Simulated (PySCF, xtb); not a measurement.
SiH4, SMILES [SiH4].

GFN2-xTB in xtb at its own geometry gives an orbital gap of 6.71 eV and a dipole moment of 0.00 D.

The structure is a stationary point at B3LYP-D3(BJ)/def2-TZVPD. The isomer is the one that the SMILES or the coordinates give; other isomers of the formula were not compared.

Question: What does B3LYP/def2-TZVPD in PySCF give? (An estimate is asked for; the answer gives what the named calculation found.)

Answer: gap 9.81 eV (levels -9.67 and 0.14 eV), dipole 0.00 D.
